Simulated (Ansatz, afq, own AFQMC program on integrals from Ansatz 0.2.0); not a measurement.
AlH, singlet in cc-pVTZ, levels against full CI

```yaml
atoms:
  - { symbol: Al, position_ang: [0.0000, 0.0000, 0.0000] }
  - { symbol: H, position_ang: [0.0000, 0.0000, 1.4830] }
```

Basis cc-pVTZ. Noble-gas cores (and the filled d shells of Ga–Kr and In–Xe) are frozen. Ansatz 0.2.0 and our own AFQMC program on the same integrals; the CISD trial comes from CCSD amplitudes, and released means the phaseless constraint is let go. Free projection: walkers drawn from exp(T), propagated without any constraint. Its projection time is finite, and what remains of the start isn't in its error. Uncertainties: one standard error, sampling alone.

Determinant: RHF, the one that the program's search chose, which needn't be the lowest solution. The geometry is a point of a scan.

Full CI on the same integrals is exact in this basis and with this determinant's frozen core.

Cautions: restricted determinant unstable towards unrestricted (UHF 29 meV lower, ⟨S²⟩ 0.24).

- T1 diagnostic: 0.0130
- weight of the determinant in the CISD state: 0.915
- size of the correlated space: 4 electrons in 43 orbitals

```
  level  correlation energy (eV)
    MP2                  -1.6948
   CCSD                  -2.2436
CCSD(T)                  -2.2804
```

Estimate where phaseless AFQMC with a CISD trial lies against CCSD(T) on the same integrals.

0.16 ± 0.03 kcal/mol below CCSD(T).

Reference: full CI, correlation energy -2.291 eV. The released energy is read at 2.40 1/Eh (meV from the phaseless value at times in 1/Eh: -0.6 ± 1.0 at 0.24, -0.9 ± 0.8 at 0.51, -2.3 ± 0.7 at 0.99, -3.0 ± 0.6 at 1.62, -3.6 ± 1.0 at 2.40).

```
         level  E − E(reference) (kcal/mol)  share of correlation (%)
       CCSD(T)                         0.25                     99.52
         CCSDT                         0.04                     99.93
      CCSDT(Q)                         0.01                     99.99
   ph-AFQMC/HF                 -0.23 ± 0.37                    100.44
 ph-AFQMC/CISD                  0.09 ± 0.03                     99.83
released AFQMC                  0.01 ± 0.02                     99.99
    free AFQMC                 -0.03 ± 0.02                    100.05
```

CCSDT and higher add their correlation energy to the determinant of the CCSD(T) run, since their own runs factorise the integrals more tightly (a shift of under 2 meV). Free projections are given only where their last times agree within the noise and don't stop above the reference; a slow remainder of the start can still hide under it. A walk keeps the symmetry of its determinant, which the program's search chose and which needn't be the lowest solution, so a lower state of the same spin and another symmetry isn't excluded. Released energies are given only where the last usable release times agree within the noise; a slower fall can still hide under it.
